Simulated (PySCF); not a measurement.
## Electric field gradients and quadrupole coupling constants

Compound: diethyl ketone, C5H10O.
Z-matrix (Å and degrees, PBE0-D3(BJ)/def2-SVP geometry), rows numbered from 1:
```
C 
C   1  1.5152
C   2  1.5154  1  113.50
O   3  1.2083  2  121.68  1     0.10
C   3  1.5153  2  116.64  1  -179.87
C   5  1.5152  3  113.50  2  -179.42
H   1  1.0996  2  111.14  3  -179.01
H   1  1.0994  2  110.87  3   -58.29
H   1  1.0994  2  110.91  3    60.28
H   2  1.1050  1  111.50  3  -121.73
H   2  1.1050  1  111.51  3   121.73
H   5  1.1049  3  107.66  2   -55.46
H   5  1.1051  3  107.57  2    56.79
H   6  1.0996  5  111.14  3   179.17
H   6  1.0994  5  110.87  3    58.44
H   6  1.0994  5  110.90  3   -60.12
```

Field gradients from the PBE0/pcSseg-1 density (PySCF, non-relativistic), principal values in atomic units, ordered |Vxx| ≤ |Vyy| ≤ |Vzz|:

```tsv
atom	Vxx	Vyy	Vzz
O4	0.4899	1.4965	-1.9865
```

Q: Find the asymmetry η = (Vxx − Vyy)/Vzz and the couplings χ = eQV/h (234.96 MHz × Q in barn × V in au), with Q(17O) = −0.0256 b.

A: 
```csv
atom,environment,nucleus,η,χzz (MHz),χxx (MHz),χyy (MHz)
O4,ketone oxygen,17O,0.51,11.95,-2.95,-9.00
```

Q: What is Vzz at O4 in SI units (1 au = 9.71736 × 10²¹ V/m²)?

A: -1.9865 au = -19.303 × 10²¹ V/m².

Q: What couplings would deuterons (Q(2H) = 0.00286 b) have in place of the hydrogens, at this geometry?

A: 
| atom | bonded to | bond length (Å) | Vzz (au) | η | χzz (kHz) |
| --- | --- | --- | --- | --- | --- |
| H7 | C1 | 1.100 | 0.2946 | 0.03 | 198 |
| H8 | C1 | 1.099 | 0.2926 | 0.04 | 197 |
| H9 | C1 | 1.099 | 0.2927 | 0.04 | 197 |
| H10 | C2 | 1.105 | 0.2821 | 0.04 | 190 |
| H11 | C2 | 1.105 | 0.2822 | 0.04 | 190 |
| H12 | C5 | 1.105 | 0.2822 | 0.04 | 190 |
| H13 | C5 | 1.105 | 0.2821 | 0.04 | 190 |
| H14 | C6 | 1.100 | 0.2946 | 0.03 | 198 |
| H15 | C6 | 1.099 | 0.2926 | 0.04 | 197 |
| H16 | C6 | 1.099 | 0.2927 | 0.04 | 197 |

One conformer (not necessarily the lowest) at the PBE0-D3(BJ)/def2-SVP geometry, without solvent, vibrations or thermal averaging. The basis is small and wasn't made for field gradients, so the couplings can be 20 % off.

The run behind these numbers computed NMR shieldings as well. Time: 21 s wall. Hardware: one thread of an x86-64 server, shared host.
